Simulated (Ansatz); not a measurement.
# CH₇NSi: how energies converge with the basis set

Aim: see how fast density functionals and correlated methods converge with the basis set for CH₇NSi.

Program: Ansatz 0.2.0, Gaussian basis. Level of theory: one geometry, several basis sets. These are calculated values, not measurements.

Plan: PBE0-D4/def2-SVP; ωB97M-V/def2-SVP; PBE0-D4/def2-QZVPP; ωB97M-V/def2-QZVPP; CCSD(T)/cc-pV(D+d)Z; CCSD(T)/cc-pV(T+d)Z; CCSD(T)/cc-pV(Q+d)Z; the functionals' def2-TZVPP values are taken from earlier runs.

## 1. The geometry

The geometry comes from an earlier relaxation with PBE0-D4 in a triple-zeta def2 set; it is a stationary point, not always the lowest conformer.

SMILES `C[SiH2]N`, 10 atoms, charge 0, spin multiplicity 1.

Atoms are counted from 1 here; the program's logs count them from 0.

Bond lengths: C1–Si2 1.871 Å, C1–H4 1.094 Å, C1–H5 1.093 Å, C1–H6 1.093 Å, Si2–N3 1.720 Å, Si2–H7 1.489 Å, Si2–H8 1.489 Å, N3–H9 1.007 Å, N3–H10 1.007 Å. Angles: Si2–C1–H4 110.5°, Si2–C1–H5 111.2°, Si2–C1–H6 111.2°, H4–C1–H5 107.9°, H4–C1–H6 107.9°, H5–C1–H6 108.0°, C1–Si2–N3 116.4°, C1–Si2–H7 108.4°, C1–Si2–H8 108.4°, N3–Si2–H7 106.9°, N3–Si2–H8 106.9°, H7–Si2–H8 109.8°, Si2–N3–H9 120.7°, Si2–N3–H10 120.7°, H9–N3–H10 111.1°.

## 2. PBE0-D4 in def2-SVP

File in.yaml:

```yaml
crystal:
  periodic: [false, false, false]
  atoms:
    - {symbol: C, position_ang: [-1.164036, 0.523693, -0.550479]}
    - {symbol: Si, position_ang: [0.201262, -0.665157, -0.076718]}
    - {symbol: N, position_ang: [1.478051, -0.020913, 0.879671]}
    - {symbol: H, position_ang: [-1.921775, 0.016263, -1.154969]}
    - {symbol: H, position_ang: [-0.773154, 1.361008, -1.134476]}
    - {symbol: H, position_ang: [-1.657858, 0.930922, 0.335654]}
    - {symbol: H, position_ang: [0.818482, -1.192399, -1.324873]}
    - {symbol: H, position_ang: [-0.399190, -1.784167, 0.700508]}
    - {symbol: H, position_ang: [2.165163, 0.592997, 0.474429]}
    - {symbol: H, position_ang: [1.336154, 0.186654, 1.854353]}
basis:
  gaussian: {orbitals: def2-SVP}
hamiltonian: {xc: pbe0, dispersion: d4}
output: {orbitals: {seedname: orbitals}}
```

The run is started by

```
ansatz run in.yaml --threads 2 --pin off --events-out ev --progress --plain --max-ram 32768MiB --backend cpu
```

The runs that follow: ωB97M-V in def2-SVP; PBE0-D4 in def2-QZVPP; ωB97M-V in def2-QZVPP; CCSD(T) in cc-pV(D+d)Z; CCSD(T) in cc-pV(T+d)Z; CCSD(T) in cc-pV(Q+d)Z.

**Question.** What will the summary of the whole plan be? Wanted: MP2 correlation recovered, cc-pV(D+d)Z; MP2 correlation recovered, cc-pV(T+d)Z; MP2 correlation recovered, cc-pV(Q+d)Z; CCSD(T) limit from def2 sets; PBE0-D4: double and triple zeta above quadruple; ωB97M-V: double and triple zeta above quadruple.

**Answer**, as computed:

| quantity | value |
| --- | --- |
| MP2 correlation recovered, cc-pV(D+d)Z | 72.0 % |
| MP2 correlation recovered, cc-pV(T+d)Z | 89.5 % |
| MP2 correlation recovered, cc-pV(Q+d)Z | 95.6 % |
| CCSD(T) limit from def2 sets (earlier runs) less the limit of this series | -26 meV |
| PBE0-D4: double and triple zeta above quadruple | 6.44, 0.45 eV |
| ωB97M-V: double and triple zeta above quadruple | 6.62, 0.42 eV |

What this shows: For PBE0-D4 the step from double to triple zeta gains 5.99 eV and the next only 0.45 eV. In cc-pV(D+d)Z MP2 holds 72 % of its limit, in cc-pV(Q+d)Z 96 %, while Hartree-Fock is within 0.091 eV in the largest set. A limit from the def2 sets, made apart, differs by 26 meV, a least measure of the doubt on such a limit. Total energies overstate the basis error of differences, where much of it tends to cancel. The LUMO of ωB97M-V is positive and keeps falling with the basis (3.11 to 1.60 eV): an unbound level that the basis holds in place.
